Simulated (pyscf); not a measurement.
This saddle point was located with ωB97X-D3(BJ)/def2-SVP in PySCF.

```xyz
6

As    -0.6308     1.6453     0.4501
H      1.0079     0.8155    -0.4178
H      1.2018    -0.1503    -0.8722
H     -0.7294     1.4948    -1.0614
Ga     0.2508    -0.4714     0.5618
H      0.9722    -1.5034     1.4690
```

Surface: singlet, charge 0. Lowest wavenumbers (cm⁻¹): 1466i, 327, 389, 507, 573.

### Question
Which two sides does it connect, and which bonds change?

### Answer
`[GaH2][AsH2]` <-> `[GaH]=[AsH]` + `[H][H]`, an elimination read from left to right: As–H, Ga–H broken and H–H formed. At ωB97M-D3(BJ)/def2-TZVP it lies +2.31 eV from the left side and +1.15 eV from the right (each side as separated species at their lowest minima found). At the saddle there is also a short Ga–H contact that neither side keeps. HGa=AsH lies 0.53 eV over its isomer Ga–AsH₂ [singlet] (electronic energy, ωB97M-D3(BJ)/def2-TZVP). This is the saddle that the search found; another between the same sides may lie lower. Elements up to Kr have no core potential and no relativistic terms here.
